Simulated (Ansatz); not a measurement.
A made-up structure of CH3AlF (charge -1), singlet:

```xyz
6
angstrom
C -0.6669 0.0097 -0.9532
Al 0.5000 -0.0022 0.7262
F 2.1311 -0.9713 0.9420
H -1.6992 0.6657 -0.9946
H -0.4579 -0.5926 -1.9954
H 0.1929 0.8907 2.2750
```

It is relaxed with PBE-D4/def2-SVPD and then PBE0-D4/def2-TZVPD (Ansatz 0.2.0). Atoms count as bonded within 1.22 times the sum of their covalent radii (H–H: 0.88 Å). The end point is not checked to be a true minimum.

(1) Does its bonding change? (Judge from chemistry; the calculation decides.)

## Answers

(1) Computed: No: no bond forms or breaks.

Where it ends: The first stage lowers the energy by 1.04 eV in 5 steps. It ends as CH₃AlF ([CH2][AlH][F]), total charge -1:
| atom | x (Å) | y (Å) | z (Å) |
| --- | --- | --- | --- |
| C1 | -0.5961 | 0.0093 | -0.8505 |
| Al2 | 0.4453 | -0.0010 | 0.6491 |
| F3 | 1.9014 | -0.8674 | 0.8388 |
| H4 | -1.5182 | 0.5939 | -0.8907 |
| H5 | -0.4064 | -0.5298 | -1.7797 |
| H6 | 0.1740 | 0.7949 | 2.0331 |

Labels in which every atom is bracketed show which atoms are joined, not bond orders.

For scale, one of the runs: PBE0-D4/def2-TZVPD relaxation, 147 basis functions, launched by `ansatz run in.yaml --threads 2 --pin off --events-out ev --progress --plain --max-ram 4352MiB`. Hardware: 2 CPU threads of an Arm Neoverse V2, shared host. Wall time about 11 s.
